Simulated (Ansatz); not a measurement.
**BS (doublet): the correlation ladder at distance B1–S2 = 2.909 Å, cc-pVDZ**

How much of the correlation energy of BS (doublet) does each wave-function method recover here?

Method: cc-pVDZ, core rule «outside noble gas», up to 6 orbitals frozen; program: Ansatz 0.2.0, Gaussian basis.

Plan: UHF; CCSD(T) on ROHF; CCSD(T) on UHF; BCCD(T) on ROHF; CISD; CCSDT(Q) on ROHF; CCSDT(Q) on UHF; CISDTQ; CCSDTQ on ROHF; CCSDTQ on UHF; CASSCF and MRCISD+Q, 3 electrons in 3 orbitals; CASSCF and NEVPT2, 3 electrons in 3 orbitals; CASSCF and MRCISD+Q, 9 electrons in 8 orbitals; CASSCF and NEVPT2, 9 electrons in 8 orbitals; Full CI.

1 further run of the same task is left out (for a known fault of the program).

**1. The geometry**

The geometry derives from a PBE0/def2-TZVP stationary point (not a proven minimum). One bond is set to the value named and the two fragments are kept rigid.

2 atoms, charge 0, spin multiplicity 2.

Atoms are counted from 1 here; the program's logs count them from 0.

No contacts short enough for the rule that draws bonds.

As a file:

```csv
atom,x (Å),y (Å),z (Å)
B1,0.00000,0.00000,0.00000
S2,0.00000,0.00000,2.90900
```

**2. UHF**

in.yaml reads:

```yaml
crystal:
  periodic: [false, false, false]
  atoms:
    - {symbol: B, position_ang: [0.000000, 0.000000, 0.000000]}
    - {symbol: S, position_ang: [0.000000, 0.000000, 2.909000]}
basis:
  gaussian: {orbitals: cc-pVDZ}
magnetization: {spin_polarized: true, initial_magnetization: 1}
hamiltonian: {xc: hf}
output: {orbitals: {seedname: orbitals}}
```

Started as:

```bash
$ ansatz run in.yaml --threads 1 --pin off --events-out ev --progress --plain --max-ram 3956MiB --backend cpu
```

Further steps of the session: CCSD(T) on ROHF; CCSD(T) on UHF; BCCD(T) on ROHF; CISD; CCSDT(Q) on ROHF; CCSDT(Q) on UHF; CISDTQ; CCSDTQ on ROHF; CCSDTQ on UHF; CASSCF and MRCISD+Q, 3 electrons in 3 orbitals; CASSCF and NEVPT2, 3 electrons in 3 orbitals; CASSCF and MRCISD+Q, 9 electrons in 8 orbitals; CASSCF and NEVPT2, 9 electrons in 8 orbitals; Full CI.

Before running them: what should the planned runs give, taken together? Wanted: FCI below the RHF energy; RMP2 from FCI; UMP2 from FCI; RCCSD from FCI; RCCSD(T) from FCI; UCCSD(T) from FCI; RCCSDT(Q) from FCI; UCCSDT(Q) from FCI; NEVPT2 pair from FCI.

**Answer**, as computed:

```
                         quantity                                                             value
         FCI below the RHF energy                                                        -6.1193 eV
                    RMP2 from FCI                                                   +37.33 kcal/mol
                    UMP2 from FCI                                                   +39.86 kcal/mol
                   RCCSD from FCI                                                    +9.64 kcal/mol
                RCCSD(T) from FCI                                                    +3.01 kcal/mol
                UCCSD(T) from FCI                                                    +4.57 kcal/mol
               RCCSDT(Q) from FCI                                                    -0.19 kcal/mol
               UCCSDT(Q) from FCI                                                    -0.61 kcal/mol
             NEVPT2 pair from FCI                                                   +28.80 kcal/mol
           MRCISD+Q pair from FCI                                                    +1.28 kcal/mol
          NEVPT2 valence from FCI                                                   +20.93 kcal/mol
levels within 1 kcal/mol (43 meV)  UCCSDT, RCCSDT(Q), UCCSDT(Q), RCCSDTQ, UCCSDTQ, MRCISD+Q valence
                    T1 diagnostic                                                             0.055
   effectively unpaired electrons                                                              1.51
```

RCCSD(T) lands +3.01 kcal/mol from the yardstick (2.1 % of the correlation energy). CCSD(T) misses by +3.01 kcal/mol on the restricted determinant and by +4.57 kcal/mol on the unrestricted one; the two need not hold the same state or core. RCCSDT(Q), UCCSDT(Q), MRCISD+Q valence fall below full CI: unrestricted runs freeze a spin-polarised core, another one than full CI's, and coupled cluster isn't variational. The occupations show some static correlation. Of the multireference levels listed MRCISD+Q valence comes nearest in total energy (-0.32 kcal/mol), which doesn't show that its space is the better one. These misses are within one basis, not against nature; the frozen cores of restricted and unrestricted runs differ, which can shift their rows.
